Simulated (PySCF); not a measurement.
**Dipole moment and polarisability of `ClC1CCCC1`**

Species: C5H9Cl.
Structure used (GFN2-xTB), in Å, numbered top down from 1:
```
atom  x, y, z in Å
Cl1    0.9323   -1.3850    1.8440
C2     0.8083   -0.9544    0.1066
C3     1.1777    0.5136   -0.1050
C4    -0.1495    1.2966   -0.0761
C5    -1.2468    0.2541    0.1716
C6    -0.6431   -1.0517   -0.3385
H7     1.4749   -1.6460   -0.4098
H8     1.6671    0.6205   -1.0741
H9     1.8732    0.8575    0.6584
H10   -0.1482    2.0582    0.7013
H11   -0.3104    1.7959   -1.0315
H12   -2.1781    0.5051   -0.3327
H13   -1.4463    0.1651    1.2396
H14   -1.1427   -1.9356    0.0539
H15   -0.6728   -1.0857   -1.4295
```

Level: B3LYP/def2-SVPD (PySCF), static field, nuclei fixed, core orbitals frozen in the response. The polarisability tensor in these axes (au):

```
x   69.67 -1.42  3.10
y   -1.42 71.21 -5.24
z    3.10 -5.24 71.55
```

Q: Give the principal values, the mean and the anisotropy Δα = √{½[(α1 − α2)² + (α2 − α3)² + (α1 − α3)²]}.

A: Principal values 65.71, 68.83 and 77.89 au; mean 70.81 au = 10.49 Å³ = 11.67 × 10⁻⁴⁰ C²·m²/J; Δα = 10.96 au (15 % of the mean).

Q: What is the dipole moment, and where does it point?

A: (-0.40, 0.78, -2.03) D, 2.21 D in size, pointing from the negative to the positive side. Measured along this direction, the outermost atoms are Cl1 at the negative end and H11 at the positive end.

Q: What are the principal values of the traceless quadrupole moment, Θ = ½Σq(3rr − r²1), about the centre of nuclear charge?

A: -3.77, 1.05, 2.71 D·Å. The values depend on the origin, since the dipole doesn't vanish. The electronic extent ⟨r²⟩ about the same centre is 704 bohr², a root-mean-square distance of 1.88 Å for the 56 electrons.

Q: Sum over states: ᾱ = Σ f/ω², ω in Eh. What share falls to these 8 lowest TDDFT singlets (eV, f)? 7.13, 0.0013; 7.20, 0.0009; 7.40, 0.0174; 7.52, 0.0172; 8.03, 0.0075; 8.14, 0.0171; 8.37, 0.0303; 8.45, 0.0004.

A: They add up to 1.09 au, 1.5 % of the 70.81 au; the largest single term is 0.32 au, from the state at 8.37 eV. Terms in order: 0.02, 0.01, 0.23, 0.23, 0.09, 0.19, 0.32, 0.00 au. Higher excitations give the rest. The strengths listed sum to 0.092.

Q: Directions of the eigenvectors, and the extent of the frame along each?

A: Largest value along (0.37, -0.62, 0.69), where the nuclei span 4.42 Å; middle along (0.86, 0.51, 0.00), 4.02 Å; least along (-0.35, 0.60, 0.72), 3.58 Å. The response follows the extents in order.

The structure is a single GFN2-xTB conformer in the gas phase; no vibrational or solvent corrections.
